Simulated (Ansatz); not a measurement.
We consider rock-salt PbSe, described by G0W0@LDA in Ansatz (plane waves, hard PAW, contour deformation).

The same calculation (at the measured cell, 28.709 Å³/atom) with different numerical settings; throughout: k mesh 4×4×4:

```tsv
run	response cutoff (eV)	empty bands	quasiparticle gap on the mesh (eV)	quasiparticle gap at Γ (eV)	rough time
1	150	440	0.452	6.897	2 core-min
2	200	677	0.492	6.910	6 core-min
3	250	947	0.510	6.917	20 core-min
4	300	1245	0.519	6.921	30 core-min
```

In the column quasiparticle gap on the mesh (eV) the first row differs from the last by -0.067 and the next to last by -0.009.

The last row is no converged limit: other settings stay fixed.

Spin–orbit coupling is not included.

Note: filled d or f shells below the valence bands can shift G0W0 gaps through exchange with them, which wasn't tested here.

Ansatz is a first-principles code.
